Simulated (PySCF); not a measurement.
Molecule: Acetamide (SMILES CC(N)=O).

Geometry:
```csv
atom,x (Å),y (Å),z (Å)
C1,-1.043,-0.230,-0.273
C2,0.163,0.084,0.587
N3,1.332,0.258,-0.086
O4,0.087,0.171,1.794
H5,-1.445,-1.206,0.035
H6,-0.838,-0.249,-1.352
H7,-1.821,0.519,-0.065
H8,2.164,0.466,0.451
H9,1.401,0.187,-1.090
```

Geometry PBE0-D3(BJ)/def2-SVP throughout; GIAO in PySCF 2.14, gas phase, one conformer, non-relativistic; equivalent atoms averaged; functional PBE0.

For orientation, cc-pVTZ gives these absolute shieldings σ: C2 19.6, C1 165.9, N3 151.6, O4 -74.7, H9 26.52, H8 27.07, H5/H6/H7 29.61 ppm.

A run gave: C2 16.7, C1 167.1, N3 150.8, O4 -128.4, H9 28.65, H8 29.40, H5/H6/H7 30.70 ppm (absolute shieldings σ).

**Question.** Which basis set was used in that run?
A. def2-TZVP
B. 6-311+G(2d,p)
C. pcSseg-2
D. pcSseg-0

**Answer.** D. H8 tells them apart best: pcSseg-0 gives 29.40, 6-311+G(2d,p) gives 27.32, pcSseg-2 gives 26.79, def2-TZVP gives 27.36 ppm.
